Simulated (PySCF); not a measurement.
# BH6NO: the cost of one run

Computed with PySCF 2.14.0, with density-fitted response routines of our own, on a single molecule in the gas phase. Atoms are numbered from 0 throughout.

### 1 The starting structure

9 atoms, charge 0, multiplicity 1; geometry from: GFN2-xTB. The atoms were then displaced at random by about 0.01 Å, so the start is not that level's minimum.

Bonds of the start (Å): N0–B1 1.76, B1–O2 1.41, N0–H3 1.03, N0–H4 1.04, N0–H5 0.99, B1–H6 1.20, B1–H7 1.18, O2–H8 0.98.

### 2 Geometry optimisation at PBE0-D3(BJ)/def2-SVP

The job: settings as JSON, then the geometry in Å.

```
{"job": {"xc": "PBE0", "basis": "def2-SVP", "d3": "d3bj", "grid": 1, "shake": 0.01, "kind": "geom"}, "charge": 0, "multiplicity": 1}
N     -1.002800    -0.121480     0.231360
B      0.725960    -0.322300    -0.047570
O      1.040680     0.704270    -0.961830
H     -1.166980     0.768190     0.725140
H     -1.415540    -0.050790    -0.716470
H     -1.402810    -0.883660     0.728710
H      1.179110    -0.243140     1.063970
H      0.763860    -1.385070    -0.556210
H      1.336330     1.516830    -0.500830
```

The run is started by

```
$ OMP_NUM_THREADS=1 python probes_run.py task.json out
```

The driver reads the jobs from task.json and runs them one after another.

**Question.** How long does this first job take on 1 thread of Arm Neoverse V2, shared host, and how much memory does it need?

About 11 s, with a peak of 0.31 GiB.
